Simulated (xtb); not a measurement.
xtb input:

```bash
xtb mol.xyz --gfn 2 --sp --chrg 0 --uhf 0
```
mol.xyz:
```
11

C     -0.00139165    -0.00334083     0.58589379
C      0.00267198     1.27254219    -0.25206775
C     -0.00144008    -1.26958484    -0.26657299
H     -0.87744234    -0.00566370     1.24134070
H      0.87153550    -0.00851641     1.24547871
H      0.00264334     2.16564392     0.37573330
H     -0.00436951    -2.16978780     0.35099555
H      0.88562788     1.31645313    -0.89469099
H     -0.87708528     1.31932823    -0.89886150
H     -0.88133215    -1.30614068    -0.91384229
H      0.88138101    -1.30901578    -0.90967178
```

Question: Which total energy does the run end on?

Answer: -10.50051 Eh (GFN2-xTB).
